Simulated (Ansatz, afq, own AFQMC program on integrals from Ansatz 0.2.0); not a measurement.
AFQMC, coupled cluster and functionals along a coordinate of Si2, triplet

```yaml
atoms:
  - { symbol: Si, position_ang: [0.0000, 0.0000, 0.0000] }
  - { symbol: Si, position_ang: [0.0000, 0.0000, 2.2547] }
```

The Si1–Si2 distance is changed with both sides rigid. Energies in kJ/mol count from this geometry (2.255 Å) at the same level; the start stands on UHF, each point on the determinant named.

Basis 6-31G. Noble-gas cores (and the filled d shells of Ga–Kr and In–Xe) are frozen. AFQMC by an in-house program on the Cholesky factors that Ansatz 0.2.0 writes for its CCSD(T) run. The CISD trial takes its coefficients from CCSD amplitudes. Released means that phaseless walkers are propagated on without the constraint, phases kept. Error bars are statistical, one sigma.

Cautions, each for one point or more: (T) is large; CCSDT(Q) on the UHF determinant differs, perhaps since the unrestricted series falls towards higher spin; a spin-contaminated unrestricted determinant lies lower; a state of higher spin lies lower; a state of other symmetry lies lower; an unrestricted solution with more broken spin lies lower; an unrestricted solution with more broken spin lies lower, while this determinant keeps restricted orbitals; cluster runs in doubt by the program's own checks; full CI with its own frozen core; lower spins were not checked; strong correlation; the next higher spin lies close; the search met a lower determinant of the same kind, perhaps of another symmetry; the search met a lower determinant of the same kind, perhaps of another symmetry, and this one is a saddle point; trial from another cluster root.

```csv
r(Si1–Si2) / Å,det.,T1,weight,⟨S²⟩,CCSD(T),ph-AFQMC/CISD,FCI,CCSDT(Q),B3LYP,PBE0
2.055,UHF,0.020,0.88,2.02,38.0,38.2 ± 0.5,39.2,39.0,30.8,27.0
2.540,UHF†,0.015,0.89,2.00,25.7,27.7 ± 0.4,26.8,26.8,5.6,10.6
3.070,UHF,0.118,0.65,2.00,108.3,111.6 ± 0.7,103.5,105.0,108.1,123.9
4.223,ROHF,0.032,0.55,pure,202.8,215.0 ± 0.6,207.7,209.8,255.0§,266.3§
5.983,ROHF,0.355,0.28,pure,164.2,220.7 ± 0.7,216.9,–,273.8§,285.8§
```

Weight is that of the determinant in the CISD state; at the start T1 is 0.023 and the weight 0.86, and ⟨S²⟩ is 2.02. A dagger marks points whose determinant fills other symmetries than the start's, so the wave-function levels may follow another state there, or a degenerate partner. Symmetry can't show for every point that it stays on the start's state. A dash marks a missing value, a released energy that hasn't settled or a functional that sits on another state. § marks a functional whose ⟨S²⟩ is too high by over 0.1. Largest departures from full CI: CCSD(T) -52.7 kJ/mol at 5.983 (on ROHF), ph-AFQMC/CISD 8.1 kJ/mol at 3.070 (on UHF), CCSDT(Q) 2.1 kJ/mol at 4.223 (on ROHF). The functionals aren't scored here. In this small basis the wave-function levels are far from their limit, so their gap to the functionals isn't the functionals' error. In total energy ph-AFQMC/CISD lies 49 ± 4 meV above full CI at the start, so its agreement along the curve rests in part on cancellation.

Some points may be missing: those where a free walk finds a much lower state, and past Zn most of those on another determinant than at the start.

CCSDT and higher add their correlation energy to the determinant of the CCSD(T) run, since their own runs factorise the integrals more tightly (a shift of under 2 meV). A walk keeps the symmetry of its determinant, which the program's search chose and which needn't be the lowest solution, so a lower state of the same spin and another symmetry isn't excluded.
